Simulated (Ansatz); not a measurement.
Born–Oppenheimer molecular dynamics of BF$_{2}$H (4 atoms, charge 0, multiplicity 1). It starts from a relaxed structure.

The calculation used RKS PBE-D4/6-31G* (Ansatz).

- ensemble: NVT, Langevin thermostat
- time step: 0.5 fs
- steps asked: 150
- set temperature: 500 K
- friction: 0.02 /fs
- temperature schedule: 37 steps to 500 K, then 113 steps to 1500 K
- seed: 355362

First frame:

```xyz
4
Properties=species:S:1:pos:R:3
B 0.000 0.000 0.008
H 0.000 0.000 1.208
F 1.141 0.000 -0.673
F -1.141 0.000 -0.673
```

Problem. How far do the bonds stretch over the last three quarters of this one trajectory? (Pairs bonded in most of those frames.)

Solution. 
| bond | mean (Å) | spread (Å) | shortest | longest |
| --- | --- | --- | --- | --- |
| B1–H2 | 1.204 | 0.015 | 1.17 | 1.24 |
| B1–F3 | 1.329 | 0.026 | 1.28 | 1.37 |
| B1–F4 | 1.338 | 0.032 | 1.28 | 1.40 |

Mean temperature of the second half: 558 K. The schedule's set-point averaged 1168 K over the second half and the system 558 K, so it lags behind the ramp. A run of 0.075 ps of so small a system gives no equilibrium averages.

The run took 69 s on 1 thread of AMD EPYC 7B13 (Zen 3) (shared host), peak memory 0.09 GiB.
